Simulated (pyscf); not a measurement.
Optimised with ωB97X-D3(BJ)/def2-SVPD in PySCF. MP2 and CC: frozen core, UHF for open shells. ΔMP2 is the change of the MP2 total energy from the triple- to the quadruple-zeta basis.

### Question
Estimate the classical barrier height and the reaction energy of H₃C–Br + F⁻ -> H₂C⁻–Br + HF at CCSD(T)/def2-TZVPPD + ΔMP2(QZVPPD). The step runs on the singlet surface, breaks C–H and forms F–H; take the separated reactants as zero.

### Answer
ΔE‡ = 55.4 kJ/mol, ΔE = +100.0 kJ/mol. Zero-point energy shifts the barrier by -9.1 kJ/mol. It is a proton transfer, with an imaginary mode of 709i cm⁻¹. On the reactant side the descent ends in a bound adduct, 70.7 kJ/mol under the separated species and 140.0 kJ/mol under the saddle at ωB97X-D3(BJ)/def2-TZVPD. On the product side the descent ends in a bound adduct, 65.1 kJ/mol under the separated species and 10.4 kJ/mol under the saddle at ωB97X-D3(BJ)/def2-TZVPD. At CCSD(T) the saddle lies under the separated products, which points to a path from their complex (located at ωB97X-D3(BJ) alone), and parting the products costs more than the saddle. At ωB97X-D3(BJ) the barrier from the zero used here is 69.4 kJ/mol. The same reactants have a lower exit, to H₃C–F + Br⁻ (barrier -63.2 kJ/mol at ωB97M-D3(BJ), against +60.5 kJ/mol here). One saddle was located; it need not be the lowest between these sides. The angle at the transferred H is 175°. The CCSD(T) − MP2 part came from Ansatz, without density fitting, on the same reference. The frozen core leaves the outer d or s,p core shells of the metals and heavy elements correlated in the MP2 and CC values, and def2-TZVPP describes them poorly, which can shift differences by a few kcal/mol. Elements up to Kr have no core potential and no relativistic terms here.
